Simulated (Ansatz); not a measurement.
How far each method lies from UCCSDT(Q) for SiGeH (H-bridged), doublet

Geometry: displaced at random from a stationary point.

```xyz
3

Si    0.0001   -0.0257    1.6575
Ge   -0.0007   -0.0087   -0.6490
H     0.0473    1.3457    0.5862
```

Basis cc-pVDZ; Ansatz 0.2.0. Correlated methods freeze the noble-gas cores and the filled d shells of p-block atoms, which leaves 9 electrons in 31 orbitals. Prefix R: restricted or restricted open-shell reference; prefix U: unrestricted. Active spaces: valence = (9e, 9o) chosen from the atoms' valence shells. No spin–orbit coupling is included, and no scalar relativity.

Full CI isn't at hand for all of this; UCCSDT(Q) serves as the reference, and is uncertain by about the last step of the cluster series. The frozen core follows each run's orbitals, which can shift R against U totals by a few meV for light atoms and by up to 0.1 eV past Ca.

```
UHF ⟨S²⟩                          : 0.758
T1 diagnostic (RCCSD)             : 0.0190
largest doubles amplitude (RCCSD) : 0.065
T1 diagnostic (UCCSD)             : 0.0169
```

| level | E − E(UCCSDT(Q)) (mEh) | share of correlation (%) | wall time |
| --- | --- | --- | --- |
| UHF | 193.04 | 1.12 | – |
| UMP2 | 42.45 | 78.26 | – |
| UCCSD | 10.24 | 94.76 | – |
| UCCSD(T) | 2.03 | 98.96 | 16 s |
| UCCSDT | 0.62 | 99.68 | – |

The correlation energy at UCCSDT(Q), counted from RHF, is -5.313 eV. That run took 32 s on 1 thread of Arm Neoverse V1, shared host.

Run but not shown, since their state or frozen core can't be matched to the reference's or they repeat it: RHF, RMP2, CISD, RCCSD, RCCSD(T), BCCD(T), RCCSDT, RCCSDT(Q), CASSCF (valence space), NEVPT2 (valence space), MRCISD (valence space), MRCISD+Q (valence space).

Times hold each run's SCF and search for its determinant on a shared host, so for small cases they say little of a method's own cost; they ran on 1 thread of Arm Neoverse V1.

Natural occupations of CASSCF (valence space) about the gap: 1.984 1.968 1.949 1.942 0.988 0.052 0.050 0.036 0.032; effectively unpaired electrons, Σ n²(2−n)², 1.06.
